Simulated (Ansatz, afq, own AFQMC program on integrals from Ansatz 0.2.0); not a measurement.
## SiH, quartet: AFQMC among the cluster methods

```yaml
atoms:
  - { symbol: Si, position_ang: [0.0000, 0.0000, 0.0000] }
  - { symbol: H, position_ang: [0.0000, 0.0000, 3.3630] }
```

Basis cc-pVTZ. Noble-gas cores (and the filled d shells of Ga–Kr and In–Xe) are frozen. Integrals, coupled cluster, full CI and functionals: Ansatz 0.2.0; the random walks run on the same integrals in our own AFQMC program. The CISD trial takes its coefficients from CCSD amplitudes. Released means that phaseless walkers are propagated on without the constraint, phases kept. Uncertainties: one standard error, sampling alone.

Determinant: UHF, the one that the program's search chose, which needn't be the lowest solution. The geometry is a point of a scan.

Full CI on the same integrals is exact in this basis and with this determinant's frozen core.

Cautions: lower spins were not checked; the ph-AFQMC/HF walk drifts between its halves (2.3 errors).

```
T1 diagnostic                               : 0.0107
weight of the determinant in the CISD state : 0.932
⟨S²⟩ of the determinant                     : 3.765
size of the correlated space                : 5 electrons in 43 orbitals
```

Reference: full CI, correlation energy -2.123 eV. The released energy is read at 1.62 1/Eh, later times being too noisy (meV from the phaseless value at times in 1/Eh: -3.4 ± 1.2 at 0.24, -4.6 ± 1.3 at 0.51, -6.6 ± 0.8 at 0.99, -8.3 ± 0.7 at 1.62, -28 ± 18 at 2.40).

```tsv
level	E − E(reference) (meV)	share of correlation (%)
HF	2123.1	0.00
MP2	584.7	72.46
CCSD	90.0	95.76
CCSD(T)	22.5	98.94
CCSDT	2.1	99.90
CCSDT(Q)	0.4	99.98
CCSDTQ	0.0	100.00
ph-AFQMC/HF	96.5 ± 14.9	95.46
ph-AFQMC/CISD	10.2 ± 2.9	99.52
released AFQMC	1.9 ± 0.7	99.91
```

CCSDT and higher add their correlation energy to the determinant of the CCSD(T) run, since their own runs factorise the integrals more tightly (a shift of under 2 meV). A walk keeps the symmetry of its determinant, which the program's search chose and which needn't be the lowest solution, so a lower state of the same spin and another symmetry isn't excluded. Released energies are given only where the last usable release times agree within the noise; a slower fall can still hide under it.
